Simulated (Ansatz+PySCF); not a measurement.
**doublet C₂H₃: levels of theory in one basis**

```xyz
5

H     0.9067    1.2490   -2.2000
H     0.9067   -1.2050   -2.2000
H    -0.9412   -1.2050   -2.2000
C    -0.0172    0.6842   -2.2000
C    -0.0172   -0.6403   -2.2000
```

Basis set: cc-pVTZ (spherical functions). Frozen core: 2 orbitals. Correlation on ROHF uses semicanonical orbitals with singles. Charge 0, multiplicity 2.

Computed with Ansatz (development build ahead of 0.2.0); each method stands on the lowest determinant of its kind that the runs found.

```tsv
method	E − E(ROHF) (eV)	<S²> of the determinant
ROHF	0.00	0.75
UHF	-0.24	0.98
ROHF-MP2	-8.19	–
```

Task: What does UHF-MP2 give on the same scale?

Result: -7.93 eV.

Task: Is a single determinant a sound starting point here?

Result: Only with care. Unrestricted orbitals gain 0.24 eV and <S²> is 0.98 against 0.75 for a pure state, a contamination that matters most for the unrestricted series.

Caution for UHF, UHF-MP2: the unrestricted determinant is spin contaminated. Caution for ROHF-MP2, UHF-MP2: forces differ strongly between restricted and unrestricted references.
